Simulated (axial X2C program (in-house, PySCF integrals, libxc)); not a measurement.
## Low determinants of SiC⁻ at the PBE0 level, two-component

Computed with an in-house all-electron X2C program for linear molecules (integrals from PySCF). Two-component (2c) means X2C with spin–orbit coupling and atomic mean-field two-electron Coulomb and Gaunt terms. Basis: Si dyall-av3z [9s8p3d2f], C dyall-av3z [8s7p3d2f] (cores contracted in-house); Gaussian nuclei, density fitting, unrestricted open shells. Masses: Si 27.977 u, C 12.000 u.

Search at 1.676 Å (vertical energies from the lowest determinant):

| ΔE (eV) | state | electrons beyond evenly filled partner blocks | electrons in ±ω = 1/2, 3/2, 5/2, 7/2 |
| --- | --- | --- | --- |
| 0.00 | Ω = 1/2 | ω = 1/2 | 17 4 0 0 |
| 0.44 | Ω = 3/2 | ω = 3/2 | 18 3 0 0 |
| 2.39 | Ω = 7/2 | ω = 1/2, 2 × ω = 3/2 | 17 4 0 0 |
| 2.40 | Ω = 3/2 | ω = 3/2 | 16 5 0 0 |
| 2.80 | Ω = 5/2 | 2 × ω = 1/2, ω = 3/2 | 18 3 0 0 |
| 2.83 | Ω = 1/2 | 2 × ω = -1/2, ω = 3/2 | 18 3 0 0 |
| 2.83 | Ω = 5/2 | ω = -1/2, 2 × ω = 3/2 | 17 4 0 0 |

Lowest determinant, Ω = 1/2 (⟨Sz⟩ = 0.50, ⟨Lz⟩ = 0.00 at PBE0): Re = 1.675 Å, ωe = 1053.0 cm⁻¹.

The determinant in row 2 of the search, Ω = 3/2 (⟨Sz⟩ = 0.50, ⟨Lz⟩ = 1.00 at PBE0), was followed along the bond at PBE0; measured from the minimum of the lowest determinant it gives:

Te = 0.356 eV (2872 cm⁻¹), Re = 1.746 Å, ωe = 970.5 cm⁻¹.

Task: Compare the bond of the determinant in row 2 with that of the lowest one.

Result: At PBE0 its Re is 0.071 Å longer and its force constant, which goes as ωe², is 0.85 times that of the lowest determinant. T0 ≈ Te + Δωe/2 = 2872 + (-41) = 2831 cm⁻¹.

The search compares states at one distance, so a state with another bond length can lie lower; it is not exhaustive and yields mostly the lowest determinant of each block pattern, so other components and higher states of one pattern are missing. These are energies of single determinants, not of spin-adapted states; PBE0 term energies can be off by some tenths of an eV, and the functional has no current term. The lowest determinant need not be the ground state where others lie within half an eV. For an anion, determinants above electron detachment are held by the basis set.
